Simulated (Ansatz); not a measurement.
How methods differ on SiH3 (silyl radical)

SiH3: 4 atoms, total charge 0, spin state doublet. SMILES: `[SiH3]`. Geometry: optimised at B3LYP/def2-SVP.

Each level gives the adiabatic electron affinity (to the singlet anion, shapes relaxed at B3LYP/def2-SVP, no zero-point term) (eV). The values are calculated.

The electron affinity is E(neutral) − E(anion): positive where the electron is bound.

```json
{"level": "UHF/def2-TZVPP", "kind": "Hartree–Fock", "program": "Ansatz", "value (eV)": "0.04", "less CCSD(T)/def2-TZVPP": "-1.09", "CPU time (all runs)": "0.57 s"}
{"level": "USVWN5/def2-TZVPP", "kind": "LDA", "program": "Ansatz", "value (eV)": "1.44", "less CCSD(T)/def2-TZVPP": "+0.31", "CPU time (all runs)": "1 s"}
{"level": "UBLYP/def2-TZVPP", "kind": "GGA", "program": "Ansatz", "value (eV)": "1.13", "less CCSD(T)/def2-TZVPP": "0.00", "CPU time (all runs)": "1.7 s"}
{"level": "U-r2SCAN/def2-TZVPP", "kind": "meta-GGA", "program": "Ansatz", "value (eV)": "1.10", "less CCSD(T)/def2-TZVPP": "-0.03", "CPU time (all runs)": "3.8 s"}
{"level": "U-wB97M-V/def2-TZVPP", "kind": "range-separated hybrid", "program": "Ansatz", "value (eV)": "1.27", "less CCSD(T)/def2-TZVPP": "+0.14", "CPU time (all runs)": "7.2 s"}
{"level": "UB2PLYP/def2-TZVPP", "kind": "double hybrid", "program": "Ansatz", "value (eV)": "1.10", "less CCSD(T)/def2-TZVPP": "-0.03", "CPU time (all runs)": "2.9 s"}
{"level": "RPA@PBE/def2-TZVPP", "kind": "RPA", "program": "Ansatz", "value (eV)": "1.37", "less CCSD(T)/def2-TZVPP": "+0.24", "CPU time (all runs)": "2.4 s"}
{"level": "UCCSD(T)/def2-TZVPP", "kind": "coupled cluster or CI", "program": "Ansatz", "value (eV)": "1.13", "less CCSD(T)/def2-TZVPP": "0.00", "CPU time (all runs)": "2.9 s"}
```

UCCSD(T)/def2-TZVPP is the highest level here, not the true value. The values span 0.04 to 1.44 eV. In so small a basis fixed costs decide the times, and correlated methods can beat functionals. CPU times are rough (shared hosts, several kinds of processor and program).
